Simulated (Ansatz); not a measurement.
Species: hydrogen fluoride, HF, net charge 0, singlet state. SMILES: F
Geometry: optimised at B3LYP-D3(BJ)/def2-TZVP (Ansatz, an electronic-structure program).

Quantity: atomisation energy (electronic, to ground-state atoms), in kcal/mol. Cores are frozen in the correlated levels unless marked. UHF or UKS for open shells. No spin-orbit coupling. No relativistic terms. The coupled-cluster limit lacks core correlation, which all-electron functionals hold. Basis-set limits of correlation are two-point, X^-3; Hartree-Fock from the larger set (for Q and 5 zeta extrapolated as (X+1)exp(-9√X)).

```
level                                program  atomisation energy (kcal/mol)
----------------------------  --------------  -----------------------------
revPBE-D3(BJ)/def2-TZVPD      Ansatz + dftd3                              …
SCS-MP2/def2-TZVPP                    Ansatz                          139.7
CCSD(T)/CBS(cc-pVQZ,cc-pV5Z)          Ansatz                              …
```

### Question
Some entries are withheld; supply them.

### Answer

- revPBE-D3(BJ)/def2-TZVPD, atomisation energy (kcal/mol): 137.6
- CCSD(T)/CBS(cc-pVQZ,cc-pV5Z), atomisation energy (kcal/mol): 141.7
